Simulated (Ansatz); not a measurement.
Input file:

```yaml
crystal:
  periodic: [false, false, false]
  atoms:
    - {symbol: C, position_ang: [0.000000, 0.000000, 0.000000]}
    - {symbol: F, position_ang: [0.000000, 0.000000, 2.246000]}
basis:
  gaussian: {orbitals: 6-31G}
total_charge: 1
magnetization: {spin_polarized: false, initial_magnetization: 2}
correlation: {active_space: {window: {electrons: 4, orbitals: 3}, fixed_orbitals: true, states: [{multiplicity: 3, weights: [1, 1, 1]}], root: 2}}
scf: {lower_state_search: off}
```

```sh
$ ansatz run in.yaml --threads 1 --pin off --events-out ev --progress --plain --max-ram 2393MiB
```

Q: Roughly how long does this take on 1 thread of Arm Neoverse V1, shared host, and how much host memory?

A: 0.09 s wall and 0.14 GiB.

```
these checks for a lower state are left out or cut short: stability, starts, cluster_reference, orbital_swaps, neighbouring_geometries, increment
329 factors; integrals over basis functions are off by at most 2.8e-8 eV
mean field evaluation 1: about -3695.6570 eV, gradient 7.2e1 eV
mean field evaluation 2: about -3695.6672 eV, gradient 7.2e1 eV
mean field evaluation 4: about -3713.7489 eV, gradient 2.0e1 eV
mean field evaluation 8: about -3718.0550 eV, gradient 6.7e-1 eV
mean field evaluation 16: about -3718.0587 eV, gradient 6.9e-7 eV
mean field -3718.05874844 eV, -136.6361388146 hartree, gradient 7.2e-7 eV, S^2 2.000000; 0 other end points of the search recorded, 0 dependent functions left out
reference -3718.05874844 eV, -136.6361388146 hartree; 8, 6 occupied and 10, 12 virtual orbitals, 329 factors
state -3718.36887511 eV, -136.6475357595 hartree
state -3718.05874844 eV, -136.6361388146 hartree
state -3705.69413020 eV, -136.1817474751 hartree
Total energy: -3705.69413020 eV, -136.1817474751 hartree
Checks for a lower state left out: stability, starts, cluster_reference, orbital_swaps, neighbouring_geometries, increment
```
